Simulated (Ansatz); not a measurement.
## Ansatz (development build ahead of 0.2.0) run

```yaml
crystal:
  periodic: [false, false, false]
  atoms:
    - { symbol: H, position_ang: [0.0, 0.32598, -1.17807] }
    - { symbol: Si, position_ang: [0.0, -0.70441, -0.02394] }
    - { symbol: F, position_ang: [0.0, 0.37842, 1.20201] }
basis:
  gaussian: { orbitals: def2-SVP }
magnetization:
  spin_polarized: true
hamiltonian:
  xc: hf
correlation:
  method: mp2
  frozen_orbitals: { F: 1, H: 0, Si: 5 }
```

The input is written out in the form of the current development build from the run's settings.

Results

```
Converged                       : yes
Reference energy                : -388.77298 hartree
Correlation energy              : -0.26274 hartree
Total energy                    : -389.03572 hartree
Spin squared of the determinant : 0.187
Stability test                  : minimum
```

Messages of the program:
```
mean field -10579.05184589 eV, -388.7729845976 hartree, gradient 6.1e-6 eV, S^2 0.187159; 4 other ends of a descent, 0 dependent functions left out
```

Caution: the unrestricted determinant is spin contaminated.
